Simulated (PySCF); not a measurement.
Species: AlClH2.
Bonds: Al1–Cl2. Hydrogens: H3, H4 on Al1.

Method: TDDFT CAM-B3LYP/def2-SVPD, vertical, gas phase, core orbitals frozen in the response in PySCF 2.14.0, density-fitted response routines. Isolated species at its PBE0-D3(BJ)/def2-SVP geometry, gas phase.

```tsv
state	E (eV)	E (hartree)	f	|μ| (D)	symmetry	main configurations (H = HOMO, L = LUMO)
S1	5.52	0.2028	0.0000	0.00	–	H→L (97%)
S2	6.91	0.2541	0.0000	0.00	–	H-2→L (96%)
S3	7.08	0.2603	0.042	1.25	A1	H-1→L (95%)
S4	7.19	0.2642	0.031	1.07	B1 or B2	H-3→L (98%)
S5	7.40	0.2720	0.036	1.13	B1 or B2	H→L+1 (69%), H→L+2 (22%)
S6	8.21	0.3016	0.079	1.59	B1 or B2	H-1→L+1 (81%), H-1→L+2 (14%)
S7	8.23	0.3026	0.072	1.52	B1 or B2	H→L+2 (70%), H→L+1 (15%)
S8	8.44	0.3103	0.137	2.07	B1 or B2	H→L+3 (64%), H-2→L+1 (24%)
S9	8.72	0.3206	0.011	0.59	B1 or B2	H-2→L+1 (51%), H→L+3 (22%), H→L+1 (10%)
S10	9.10	0.3344	0.346	3.17	A1	H-3→L+1 (72%), H-3→L+2 (16%)
```

Triplets, Tamm–Dancoff:

| state | E (eV) | λ (nm) | main configurations (H = HOMO, L = LUMO) |
| --- | --- | --- | --- |
| T1 | 5.10 | 243.2 | H→L (91%) |
| T2 | 6.41 | 193.5 | H-1→L (96%) |
| T3 | 6.55 | 189.2 | H-3→L (92%) |
| T4 | 6.68 | 185.6 | H→L+1 (55%), H→L+2 (23%), H→L+3 (11%) |

The lowest singlet comes at 225 nm (532 kJ/mol) in the ultraviolet; it is dark (f under 0.0005); its leading configuration is HOMO→LUMO (97%). The most intense listed level is S10 at 9.10 eV (136 nm, f = 0.346), 3.58 eV above S1. It is the last of those listed, so stronger ones may follow. Löwdin shares by element: HOMO chlorine 37%, hydrogen 37%, aluminium 26%; LUMO aluminium 63%, hydrogen 21%, chlorine 16%. The listed states span 3.58 eV, and the widest gap between neighbours is 1.40 eV (S1 to S2). Weighted by f, the mean energy of these states is 8.53 eV. Orbital energies (eV): HOMO-3 -11.50, HOMO-2 -11.28, HOMO-1 -10.94, HOMO -9.99, LUMO -0.76, LUMO+1 0.67, LUMO+2 1.02. All these states lie below the vertical ionisation energy of 11.15 eV (ΔSCF). Symmetry labels in C2v follow from the direction of the transition dipole and are given only for states with f of 0.002 or more; B1 and B2 swap with the choice of axes. The window holds the lowest 10 singlets.
